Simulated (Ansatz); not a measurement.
Input and output for NP, SMILES `N#P`.

```yaml
crystal:
  periodic: [false, false, false]
  atoms:
    - {symbol: N, position_ang: [0.021332, -0.018280, -0.032876]}
    - {symbol: P, position_ang: [-0.038407, 0.019526, 1.512999]}
basis:
  gaussian: {orbitals: aug-cc-pVDZ}
hamiltonian: {xc: {name: wB97}}
scf: {lower_state_search: off}
output: {forces: true}
```

```sh
$ ansatz run in.yaml --threads 2 --pin off --events-out ev --progress --plain --max-ram 22528MiB --backend cpu
```

Output, abridged:

```
Functional definition: wB97
540 factors; their error is unknown
239 factors; integrals over basis functions are off by at most 2.2e-5 eV
mean field evaluation 1: about -10770.4942 eV, gradient 5.2e1 eV
mean field evaluation 2: about -10756.3471 eV, gradient 8.8e1 eV
mean field evaluation 4: about -10776.7285 eV, gradient 8.8e-1 eV
mean field evaluation 8: about -10776.7201 eV, gradient 9.7e-3 eV
mean field evaluation 16: about -10776.7201 eV, gradient 3.6e-6 eV
mean field -10776.72005597 eV, -396.0371573336 hartree, gradient 3.6e-6 eV, S^2 0.000000; 0 other end points of the search recorded, 0 dependent functions left out
reference -10776.72004599 eV, -396.0371569669 hartree; 11, 11 occupied and 39, 39 virtual orbitals, 540 factors
Total energy: -10776.72004599 eV, -396.0371569669 hartree
Atom 0 at     0.021332    -0.018280    -0.032876 Å, force    -0.148140     0.093751     3.833450 eV/Å
Atom 1 at    -0.038407     0.019526     1.512999 Å, force     0.148140    -0.093751    -3.833450 eV/Å
Dipole moment:    -0.023068     0.014599     0.596943 e Å
Checks for a lower state left out: stability, starts, cluster_reference, orbital_swaps, neighbouring_geometries, increment
```

It took 0.45 s on 2 threads of an AMD EPYC 7R13 on a shared host, with 0.18 GiB of host memory at the peak.
